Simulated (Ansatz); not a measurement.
Two shapes of doublet NH3(+).

Shape 1:

```xyz
4

N     0.0014    0.0114    0.0111
H    -0.0505   -0.5233    0.8397
H     0.8048    0.5990   -0.1427
H    -0.8831    0.4104   -0.3096
```

Shape 2:

```xyz
4

N    -0.0016    0.0247    0.0208
H    -0.0941   -0.4547    0.8969
H     0.8288    0.6027   -0.0741
H    -0.8214    0.1535   -0.5703
```

Basis set: def2-SVP (spherical functions). Correlated methods keep 1 orbital frozen. Charge 1, multiplicity 2.

Computed with Ansatz (development build ahead of 0.2.0); each method stands on the lowest determinant of its kind that the runs found.

(1) Which shape is lower in energy, and by how much in each method?

Results:

(1)

| method | E(2) − E(1) (eV) |
| --- | --- |
| UHF | -0.132 |
| UHF-MP2 | -0.137 |
| PBE0 (unrestricted) | -0.144 |

Shape 2 is lower.
